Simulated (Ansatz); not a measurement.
# O₂ (singlet): wave-function methods side by side at distance O1–O2 = 3.962 Å, 6-31G

How much of the correlation energy of O₂ (singlet) does each wave-function method recover here?

Program: Ansatz 0.2.0, Gaussian basis. Level of theory: 6-31G, core rule «outside noble gas», up to 2 orbitals frozen. These are calculated values, not measurements.

The runs, in order: UHF; CCSD(T) on RHF; CCSD(T) on UHF; BCCD(T) on RHF; CISD; CCSDT(Q) on UHF; CISDTQ; CASSCF and MRCISD+Q, 2 electrons in 2 orbitals; CASSCF and NEVPT2, 2 electrons in 2 orbitals; CASSCF and MRCISD+Q, 12 electrons in 8 orbitals; CASSCF and NEVPT2, 12 electrons in 8 orbitals; Full CI.

43 further runs of the same task are left out: 10 for a known fault of the program, 26 that didn't finish, 7 set aside as unsound or not needed.

## 1. What is computed

The geometry derives from a PBE0/def2-TZVP stationary point (not a proven minimum). One bond is set to the value named and the two fragments are kept rigid.

2 atoms, charge 0, spin multiplicity 1.

Atoms are counted from 1 here; the program's logs count them from 0.

No contacts short enough for the rule that draws bonds.

## 2. UHF

in.yaml

```yaml
crystal:
  periodic: [false, false, false]
  atoms:
    - {symbol: O, position_ang: [0.000000, 0.000000, 0.000000]}
    - {symbol: O, position_ang: [0.000000, 0.000000, 3.962000]}
basis:
  gaussian: {orbitals: 6-31G}
magnetization: {spin_polarized: true, initial_magnetization: 0}
hamiltonian: {xc: hf}
output: {orbitals: {seedname: orbitals}}
```

On the command line:

```sh
$ ansatz run in.yaml --threads 1 --pin off --events-out ev --progress --plain --max-ram 2393MiB
```

After this run come: CCSD(T) on RHF; CCSD(T) on UHF; BCCD(T) on RHF; CISD; CCSDT(Q) on UHF; CISDTQ; CASSCF and MRCISD+Q, 2 electrons in 2 orbitals; CASSCF and NEVPT2, 2 electrons in 2 orbitals; CASSCF and MRCISD+Q, 12 electrons in 8 orbitals; CASSCF and NEVPT2, 12 electrons in 8 orbitals; Full CI.

**Question.** What will the summary of the whole plan be? Wanted: FCI from the RHF energy; RMP2 from FCI; UMP2 from FCI; RCCSD from FCI; RCCSD(T) from FCI; UCCSD(T) from FCI; UCCSDT(Q) from FCI; T1 diagnostic; effectively unpaired electrons.

**Answer**, as computed:

```
                         quantity                               value
          FCI from the RHF energy                          -9.9424 eV
                    RMP2 from FCI                       +609.4 kJ/mol
                    UMP2 from FCI                        +44.9 kJ/mol
                   RCCSD from FCI                       +475.2 kJ/mol
                RCCSD(T) from FCI                       +447.5 kJ/mol
                UCCSD(T) from FCI                         +0.5 kJ/mol
               UCCSDT(Q) from FCI                          0.0 kJ/mol
levels within 1 kcal/mol (43 meV)  UCCSD, UCCSD(T), UCCSDT, UCCSDT(Q)
                    T1 diagnostic                               0.002
   effectively unpaired electrons                                4.32
```

**Reading.** RCCSD(T) lands +447.5 kJ/mol from the yardstick (46.7 % of the correlation energy). CCSD(T) misses by +447.5 kJ/mol on the restricted determinant and by +0.5 kJ/mol on the unrestricted one; the two need not hold the same state or core. The occupations show strong static correlation (4.3 unpaired electrons where one determinant has 0). These misses are within one basis, not against nature.

The restricted and unrestricted ladders end 4.63 eV apart at CCSD(T), so they describe two states, and rows of one don't measure the error of the other.

Huber and Herzberg's tables give the ground state of this molecule as 3Σg-; the runs here treat another spin state.
